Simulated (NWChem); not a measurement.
System: AlCl$_{3}$; SMILES [Cl][Al]([Cl])[Cl]

Computed with NWChem. Coordinates come from a B3LYP/6-31G* (spherical d) optimisation. Vertical excitations in the gas phase; the lowest state need not have the same character in each row.

| level | lowest excitation, singlet (eV) | oscillator strength of that lowest state | orbital gap (eV) |
|---|---|---|---|
| PBE/def2-SVPD, full TDDFT | 5.70 | 0.000 | 5.60 |
| B3LYP/def2-SVPD, full TDDFT | 6.20 | 0.000 | 7.26 |
| Hartree-Fock/def2-SVPD, TDHF | 8.18 | 0.000 | 13.51 |
